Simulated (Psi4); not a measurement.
Reaction (SMILES): CS (CH3-SH) + [H][H] (H2) → C (CH4) + S (H2S)
B3LYP-D3(BJ)/def2-TZVP geometries, fixed; electronic energies without zero-point terms.

Basis-set convergence of the energy of full hydrogenation at PBE with Psi4. All functions are spherical. Density fitting with the program's default auxiliary sets. Psi4's default fitting sets serve the pcseg sets less well. No added dispersion term, no relativity. Functions are those of the species that has most. Reference: the value in def2-QZVPPD, -19.21 kcal/mol, itself unsure by roughly 0.05 kcal/mol (its mean distance from def2-QZVPP, cc-pV(Q+d)Z). Deviations are taken from unrounded values.

```tsv
basis	functions	energy of full hydrogenation (kcal/mol)	minus reference (kcal/mol)
def2-SV(P)	40	-16.06	3.14
def2-SVP	52	-20.11	-0.90
pcseg-1	52	-19.91	-0.70
6-311G**	68	-19.51	-0.31
6-311+G**	76	-19.59	-0.38
def2-SVPD	79	-21.31	-2.10
aug-cc-pV(D+d)Z	91	-20.35	-1.14
6-311++G(2d,2p)	102	-19.67	-0.47
def2-QZVPPD	274	-19.21	0.00
```
